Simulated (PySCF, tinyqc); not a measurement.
CIS on RHF in the sto-3g basis, frozen core, for BH, spin multiplicity 1, step by step. The lowest restricted solution is unstable here: a spin-polarised one lies 0.0049 hartree lower (PySCF). Computed by tinyqc, a small Python program that keeps every step (integrals from PySCF). Settings: charge = 0, multiplicity = 1, basis = sto-3g, method = RHF, frozen orbitals = 1, energy threshold = 1e-10, iteration cap = 81, orthogonalisation = symmetric, start = core, DIIS depth = 6. Command: `OMP_NUM_THREADS=1 python tinyqc.py 25302 25303 out.jsonl` (the two numbers bound the seeds that draw the settings). One thread of a shared host (Intel(R) Xeon(R) Processor @ 2.60GHz), about 0.06 s of CPU time with the checks. The early iterations of the SCF are left out here.

## One-electron integrals

Geometry (angstrom):
```
atom,x,y,z
B,0.000000,0.000000,0.000000
H,0.000000,0.000000,1.688000
```

Basis sto-3g: exponents (1/bohr^2) and contraction coefficients of normalised primitives:
```
element,l (shell),exponent,coefficient
B,s (1),48.791113,0.154329
B,s (1),8.887362,0.535328
B,s (1),2.405267,0.444635
B,s (2),2.236956,-0.099967
B,s (2),0.519821,0.399513
B,s (2),0.169062,0.700115
B,p (3),2.236956,0.155916
B,p (3),0.519821,0.607684
B,p (3),0.169062,0.391957
H,s (1),3.425251,0.154329
H,s (1),0.623914,0.535328
H,s (1),0.168855,0.444635
```

Overlap, kinetic and nuclear-attraction integrals over the contracted functions; the nuclear repulsion is the sum of Za Zb / Rab.

nuclear repulsion = 1.56746804 hartree

overlap S:
```
,1B 1s,1B 2s,1B 2px,1B 2py,1B 2pz,2H 1s
1B 1s,1.000000,0.269328,0.000000,0.000000,0.000000,0.021935
1B 2s,0.269328,1.000000,0.000000,0.000000,0.000000,0.256749
1B 2px,0.000000,0.000000,1.000000,0.000000,0.000000,0.000000
1B 2py,0.000000,0.000000,0.000000,1.000000,0.000000,0.000000
1B 2pz,0.000000,0.000000,0.000000,0.000000,1.000000,0.305968
2H 1s,0.021935,0.256749,0.000000,0.000000,0.305968,1.000000
```

kinetic energy T (hartree):
```
,1B 1s,1B 2s,1B 2px,1B 2py,1B 2pz,2H 1s
1B 1s,10.826302,-0.047967,0.000000,0.000000,0.000000,-0.006275
1B 2s,-0.047967,0.359168,0.000000,0.000000,0.000000,0.009560
1B 2px,0.000000,0.000000,1.123881,0.000000,0.000000,0.000000
1B 2py,0.000000,0.000000,0.000000,1.123881,0.000000,0.000000
1B 2pz,0.000000,0.000000,0.000000,0.000000,1.123881,0.059629
2H 1s,-0.006275,0.009560,0.000000,0.000000,0.059629,0.760032
```

nuclear attraction V (hartree):
```
,1B 1s,1B 2s,1B 2px,1B 2py,1B 2pz,2H 1s
1B 1s,-23.460882,-3.223795,0.000000,0.000000,-0.009235,-0.264090
1B 2s,-3.223795,-4.083762,0.000000,0.000000,-0.091911,-0.817526
1B 2px,0.000000,0.000000,-4.034452,0.000000,0.000000,0.000000
1B 2py,0.000000,0.000000,0.000000,-4.034452,0.000000,0.000000
1B 2pz,-0.009235,-0.091911,0.000000,0.000000,-4.091061,-0.911495
2H 1s,-0.264090,-0.817526,0.000000,0.000000,-0.911495,-2.791336
```

core Hamiltonian H = T + V (hartree):
```
,1B 1s,1B 2s,1B 2px,1B 2py,1B 2pz,2H 1s
1B 1s,-12.634580,-3.271762,0.000000,0.000000,-0.009235,-0.270365
1B 2s,-3.271762,-3.724594,0.000000,0.000000,-0.091911,-0.807966
1B 2px,0.000000,0.000000,-2.910571,0.000000,0.000000,0.000000
1B 2py,0.000000,0.000000,0.000000,-2.910571,0.000000,0.000000
1B 2pz,-0.009235,-0.091911,0.000000,0.000000,-2.967181,-0.851865
2H 1s,-0.270365,-0.807966,0.000000,0.000000,-0.851865,-2.031305
```

## Two-electron integrals

Functions are numbered as in S; the eight-fold symmetry (ij|kl) = (ji|kl) = (kl|ij) leaves the list below.

Two-electron integrals (ij|kl) in chemists' order, unique and non-zero (hartree):
```
i,j,k,l,(ij|kl)
1,1,1,1,2.923513
2,1,1,1,0.518376
2,1,2,1,0.109262
2,2,1,1,0.744229
2,2,2,1,0.193177
2,2,2,2,0.544804
3,1,3,1,0.020264
3,2,3,1,0.029996
3,2,3,2,0.120346
3,3,1,1,0.742491
3,3,2,1,0.193240
3,3,2,2,0.544682
3,3,3,3,0.586773
4,1,4,1,0.020264
4,2,4,1,0.029996
4,2,4,2,0.120346
4,3,4,3,0.031630
4,4,1,1,0.742491
4,4,2,1,0.193240
4,4,2,2,0.544682
4,4,3,3,0.523513
4,4,4,4,0.586773
5,1,5,1,0.020264
5,2,5,1,0.029996
5,2,5,2,0.120346
5,3,5,3,0.031630
5,4,5,4,0.031630
5,5,1,1,0.742491
5,5,2,1,0.193240
5,5,2,2,0.544682
5,5,3,3,0.523513
5,5,4,4,0.523513
5,5,5,5,0.586773
6,1,1,1,0.042020
6,1,2,1,0.008827
6,1,2,2,0.015673
6,1,3,3,0.015610
6,1,4,4,0.015610
6,1,5,1,0.000616
6,1,5,2,0.001147
6,1,5,5,0.015807
6,1,6,1,0.000734
6,2,1,1,0.129359
6,2,2,1,0.034261
6,2,2,2,0.110298
6,2,3,3,0.106950
6,2,4,4,0.106950
6,2,5,1,0.003695
6,2,5,2,0.025011
6,2,5,5,0.116877
6,2,6,1,0.002950
6,2,6,2,0.035151
6,3,3,1,0.002980
6,3,3,2,0.014927
6,3,5,3,0.004350
6,3,6,3,0.003236
6,4,4,1,0.002980
6,4,4,2,0.014927
6,4,5,4,0.004350
6,4,6,4,0.003236
6,5,1,1,0.134617
6,5,2,1,0.036053
6,5,2,2,0.122172
6,5,3,3,0.116052
6,5,4,4,0.116052
6,5,5,1,0.006141
6,5,5,2,0.039150
6,5,5,5,0.134266
6,5,6,1,0.003208
6,5,6,2,0.045075
6,5,6,5,0.059854
6,6,1,1,0.312872
6,6,2,1,0.084211
6,6,2,2,0.307373
6,6,3,3,0.291798
6,6,4,4,0.291798
6,6,5,1,0.009041
6,6,5,2,0.084639
6,6,5,5,0.338060
6,6,6,1,0.007284
6,6,6,2,0.136822
6,6,6,5,0.188602
6,6,6,6,0.774606
```

## Orthogonalisation

S = U s U^T; symmetric (Loewdin) form X = U s^(-1/2) U^T, so that X^T S X = 1.

eigenvalues of S: 0.564320  0.805255  1.000000  1.000000  1.176201  1.454225

X:
```
,1B 1s,1B 2s,1B 2px,1B 2py,1B 2pz,2H 1s
1B 1s,1.029447,-0.145542,0.000000,0.000000,-0.005032,0.018301
1B 2s,-0.145542,1.058918,0.000000,0.000000,0.034691,-0.147652
1B 2px,0.000000,0.000000,1.000000,0.000000,0.000000,0.000000
1B 2py,0.000000,0.000000,0.000000,1.000000,0.000000,0.000000
1B 2pz,-0.005032,0.034691,0.000000,0.000000,1.039878,-0.170678
2H 1s,0.018301,-0.147652,0.000000,0.000000,-0.170678,1.068628
```

## Starting guess

The start is the orbitals of the core Hamiltonian; D = 2 C_occ C_occ^T.

D at the start:
```
,1B 1s,1B 2s,1B 2px,1B 2py,1B 2pz,2H 1s
1B 1s,2.159836,-0.596229,0.000000,0.000000,-0.018177,0.040571
1B 2s,-0.596229,2.221507,0.000000,0.000000,0.078058,-0.136689
1B 2px,0.000000,0.000000,0.000000,0.000000,0.000000,0.000000
1B 2py,0.000000,0.000000,0.000000,0.000000,0.000000,0.000000
1B 2pz,-0.018177,0.078058,0.000000,0.000000,2.093136,-0.175210
2H 1s,0.040571,-0.136689,0.000000,0.000000,-0.175210,0.022310
```

## Iteration 7 (converged): orbitals

converged F (hartree):
```
,1B 1s,1B 2s,1B 2px,1B 2py,1B 2pz,2H 1s
1B 1s,-7.370198,-2.149536,0.000000,0.000000,-0.016719,-0.182482
1B 2s,-2.149536,-1.018235,0.000000,0.000000,0.005867,-0.287897
1B 2px,0.000000,0.000000,0.252826,0.000000,0.000000,0.000000
1B 2py,0.000000,0.000000,0.000000,0.252826,0.000000,0.000000
1B 2pz,-0.016719,0.005867,0.000000,0.000000,-0.002888,-0.299833
2H 1s,-0.182482,-0.287897,0.000000,0.000000,-0.299833,-0.189910
```

Diagonalise F' = X^T F X, C = X C', fill 3 alpha and 3 beta electrons from the bottom; D = 2 C_occ C_occ^T. Each column has its largest component positive (the first on a tie).

F' = X^T F X (hartree):
```
,1,2,3,4,5,6
1,-7.193261,-1.111667,0.000000,0.000000,-0.034414,0.018391
2,-1.111667,-0.553603,0.000000,0.000000,0.080266,-0.202403
3,0.000000,0.000000,0.252826,0.000000,0.000000,0.000000
4,0.000000,0.000000,0.000000,0.252826,0.000000,0.000000
5,-0.034414,0.080266,0.000000,0.000000,0.100808,-0.321483
6,0.018391,-0.202403,0.000000,0.000000,-0.321483,-0.036517
```

orbital energies (hartree): MO1 -7.374533, MO2 -0.477245, MO3 -0.240462, MO4 0.252826, MO5 0.252826, MO6 0.409668

coefficients C:
```
,MO1,MO2,MO3,MO4,MO5,MO6
1B 1s,0.992638,-0.255717,0.148890,0.000000,0.000000,-0.091720
1B 2s,0.026508,0.838429,-0.562982,0.000000,0.000000,0.380630
1B 2px,0.000000,0.000000,0.000000,-0.155865,0.987778,0.000000
1B 2py,0.000000,0.000000,0.000000,0.987778,0.155865,0.000000
1B 2pz,0.003280,0.105803,0.575385,0.000000,0.000000,0.877173
2H 1s,-0.003954,0.386076,0.578561,0.000000,0.000000,-0.842276
```

D after iteration 7:
```
,1B 1s,1B 2s,1B 2px,1B 2py,1B 2pz,2H 1s
1B 1s,2.145781,-0.543819,0.000000,0.000000,0.123737,-0.033019
1B 2s,-0.543819,2.041230,0.000000,0.000000,-0.470271,-0.004253
1B 2px,0.000000,0.000000,0.000000,0.000000,0.000000,0.000000
1B 2py,0.000000,0.000000,0.000000,0.000000,0.000000,0.000000
1B 2pz,0.123737,-0.470271,0.000000,0.000000,0.684547,0.747462
2H 1s,-0.033019,-0.004253,0.000000,0.000000,0.747462,0.967607
```

Within a degenerate level the vectors are fixed only up to a rotation; this is one choice.

## Convergence

Stop when the energy changes by less than 1e-10 hartree and every element of the error matrix X^T (F D S - S D F) X is below 3e-06.

Course of the cycle:
```
iteration,E (hartree),change,largest element of the error matrix
1,-24.04370785,-,4.26e-01
2,-24.63746058,-5.94e-01,1.69e-01
3,-24.67984554,-4.24e-02,4.36e-02
4,-24.68303694,-3.19e-03,4.19e-03
5,-24.68305500,-1.81e-05,2.74e-04
6,-24.68305514,-1.39e-07,2.46e-06
7,-24.68305514,-5.45e-12,5.25e-07
```

PySCF RHF in the same basis = -24.68305514 hartree

Converged in 7 iterations.

## Populations, bond orders and dipole

Mulliken: Z minus the diagonal of D S on the atom; Loewdin: the same with S^(1/2) D S^(1/2); Mayer order: 2 sum_s sum (D(s) S)_ij (D(s) S)_ji over the two atoms.

Charges (e):
```
atom,Mulliken,Loewdin
1B,0.194490,0.187230
2H,-0.194490,-0.187230
```

Mayer bond orders:
```
pair,order
2-1,0.962174
```

dipole moment about the origin, x y z (debye): 0.000000  0.000000  -0.194138

## Integrals over molecular orbitals

(pq|rs) = sum C_ip C_jq C_kr C_ls (ij|kl), one index at a time.

one-electron integrals over orbitals h = C^T H C (hartree):
```
,1,2,3,4,5,6
1,-12.621868,0.313943,-0.172699,0.000000,0.000000,0.109446
2,0.313943,-2.932592,0.254431,0.000000,0.000000,-0.408275
3,-0.172699,0.254431,-2.603821,0.000000,0.000000,-0.399127
4,0.000000,0.000000,0.000000,-2.910571,0.000000,0.000000
5,0.000000,0.000000,0.000000,0.000000,-2.910571,0.000000
6,0.109446,-0.408275,-0.399127,0.000000,0.000000,-2.466421
```

Two-electron integrals over orbitals (pq|rs), unique and non-zero (hartree); the lowest 1 orbital is frozen and left out:
```
p,q,r,s,(pq|rs)
2,2,2,2,0.477605
3,2,2,2,0.014979
3,2,3,2,0.118051
3,3,2,2,0.436301
3,3,3,2,-0.014625
3,3,3,3,0.477453
4,2,4,2,0.083328
4,3,4,2,-0.041906
4,3,4,3,0.038805
4,4,2,2,0.473575
4,4,3,2,-0.076273
4,4,3,3,0.437978
4,4,4,4,0.586773
5,2,5,2,0.083328
5,3,5,2,-0.041906
5,3,5,3,0.038805
5,4,5,4,0.031630
5,5,2,2,0.473575
5,5,3,2,-0.076273
5,5,3,3,0.437978
5,5,4,4,0.523513
5,5,5,5,0.586773
6,2,2,2,0.051786
6,2,3,2,-0.025127
6,2,3,3,-0.019048
6,2,4,4,0.083228
6,2,5,5,0.083228
6,2,6,2,0.096089
6,3,2,2,0.013119
6,3,3,2,-0.108811
6,3,3,3,0.021406
6,3,4,4,0.090234
6,3,5,5,0.090234
6,3,6,2,0.059722
6,3,6,3,0.134913
6,4,4,2,0.028812
6,4,4,3,0.001503
6,4,6,4,0.026606
6,5,5,2,0.028812
6,5,5,3,0.001503
6,5,6,5,0.026606
6,6,2,2,0.485809
6,6,3,2,0.056793
6,6,3,3,0.464473
6,6,4,4,0.443837
6,6,5,5,0.443837
6,6,6,2,0.019127
6,6,6,3,-0.029994
6,6,6,6,0.542654
```

## CIS matrix, singlets

A(ia,jb) = (e_a - e_i) d_ij d_ab + 2 (ia|jb) - (ij|ab).

CIS matrix A, singlet (hartree):
```
,2>4,2>5,2>6,3>4,3>5,3>6
2>4,0.423153,0.000000,0.000000,-0.007539,0.000000,0.000000
2>5,0.000000,0.423153,0.000000,0.000000,-0.007539,0.000000
2>6,0.000000,0.000000,0.593282,0.000000,0.000000,0.062652
3>4,-0.007539,0.000000,0.000000,0.132920,0.000000,0.000000
3>5,0.000000,-0.007539,0.000000,0.000000,0.132920,0.000000
3>6,0.000000,0.000000,0.062652,0.000000,0.000000,0.455484
```

## CIS singlet states

dipole integrals <i|r|a> (bohr):
```
,x,y,z
2>4,-0.133228,0.844314,0.000000
2>5,0.844314,0.133228,0.000000
2>6,0.000000,0.000000,-0.391245
3>4,0.065297,-0.413810,0.000000
3>5,-0.413810,-0.065297,0.000000
3>6,0.000000,0.000000,-1.477303
```

Diagonalise A (1 hartree = 27.211386 eV); each vector has its largest component positive (the first on a tie). The transition dipole is mu = sqrt2 sum c_ia <i|r|a>.

singlet excitation energies (eV): 3.611604  3.611604  11.519919  11.519919  11.735112  16.803266

lowest vectors:
```
,state 1,state 2,state 3,state 4,state 5,state 6
2>4,0.000014,0.025951,0.997422,-0.066904,0.000000,0.000000
2>5,0.025951,-0.000014,0.066904,0.997422,0.000000,0.000000
2>6,0.000000,0.000000,0.000000,0.000000,-0.360656,0.932699
3>4,0.000551,0.999663,-0.025893,0.001737,0.000000,0.000000
3>5,0.999663,-0.000551,-0.001737,-0.025893,0.000000,0.000000
3>6,0.000000,0.000000,0.000000,0.000000,0.932699,0.360656
```

oscillator strengths 2/3 w |mu|^2: 0.027836  0.027836  0.422684  0.422684  0.879542  0.663522

Within a degenerate level the vectors are fixed only up to a rotation; this is one choice.

## CIS matrix, triplets

A(ia,jb) = (e_a - e_i) d_ij d_ab - (ij|ab).

CIS matrix A, triplet (hartree):
```
,2>4,2>5,2>6,3>4,3>5,3>6
2>4,0.256497,0.000000,0.000000,0.076273,0.000000,0.000000
2>5,0.000000,0.256497,0.000000,0.000000,0.076273,0.000000
2>6,0.000000,0.000000,0.401105,0.000000,0.000000,-0.056793
3>4,0.076273,0.000000,0.000000,0.055311,0.000000,0.000000
3>5,0.000000,0.076273,0.000000,0.000000,0.055311,0.000000
3>6,0.000000,0.000000,-0.056793,0.000000,0.000000,0.185657
```

## CIS triplet states

Diagonalise A (1 hartree = 27.211386 eV); each vector has its largest component positive (the first on a tie).

triplet excitation energies (eV): 0.807187  0.807187  4.669557  7.677519  7.677519  11.297053

lowest vectors:
```
,state 1,state 2,state 3,state 4,state 5,state 6
2>4,0.008858,-0.318594,0.000000,0.946205,-0.055818,0.000000
2>5,-0.318594,-0.008858,0.000000,0.055818,0.946205,0.000000
2>6,0.000000,0.000000,0.240216,0.000000,0.000000,0.970719
3>4,-0.026343,0.947484,0.000000,0.318164,-0.018769,0.000000
3>5,0.947484,0.026343,0.000000,0.018769,0.318164,0.000000
3>6,0.000000,0.000000,0.970719,0.000000,0.000000,-0.240216
```

Within a degenerate level the vectors are fixed only up to a rotation; this is one choice.
